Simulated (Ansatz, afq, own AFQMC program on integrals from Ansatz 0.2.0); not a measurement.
**BH₄, doublet in cc-pVTZ, levels against CCSDT(Q)**

```xyz
5

B    -0.1568    0.0000    0.0000
H    -0.7535    1.0336    0.0000
H    -0.7535   -1.0336    0.0000
H     1.1192    0.0000    0.0000
H     2.0692    0.0000    0.0000
```

Basis cc-pVTZ. Noble-gas cores (and the filled d shells of Ga–Kr and In–Xe) are frozen. Ansatz 0.2.0 and our own AFQMC program on the same integrals; the CISD trial comes from CCSD amplitudes, and released means the phaseless constraint is let go. Uncertainties: one standard error, sampling alone.

Determinant: UHF, the one that the program's search chose, which needn't be the lowest solution. The geometry is a point of a scan.

No full CI on the walks' own integrals is used here; CCSDT(Q) serves as the reference and is uncertain by about the last step of the cluster series.

- T1 diagnostic: 0.0117
- weight of the determinant in the CISD state: 0.931
- ⟨S²⟩ of the determinant: 0.767
- size of the correlated space: 7 electrons in 85 orbitals

```csv
level,correlation energy (eV)
MP2,-3.3672
CCSD,-4.0591
CCSD(T),-4.1458
```

**Question.** Estimate where AFQMC with the constraint released lies against CCSD(T) on the same integrals.

**Answer.** 18.1 ± 1.9 meV below CCSD(T).

Reference: CCSDT(Q), correlation energy -4.164 eV. The released energy is read at 2.40 1/Eh (meV from the phaseless value at times in 1/Eh: -0.9 ± 1.8 at 0.24, -1.7 ± 1.7 at 0.51, -3.7 ± 1.3 at 0.99, -2.9 ± 1.6 at 1.62, -3.1 ± 1.9 at 2.40).

| level | E − E(reference) (meV) | share of correlation (%) |
| --- | --- | --- |
| CCSD(T) | 17.7 | 99.57 |
| CCSDT | 1.9 | 99.96 |
| ph-AFQMC/CISD | 2.7 ± 2.1 | 99.94 |
| released AFQMC | -0.4 ± 1.9 | 100.01 |

A walk keeps the symmetry of its determinant, which the program's search chose and which needn't be the lowest solution, so a lower state of the same spin and another symmetry isn't excluded. Released energies are given only where the last usable release times agree within the noise; a slower fall can still hide under it.
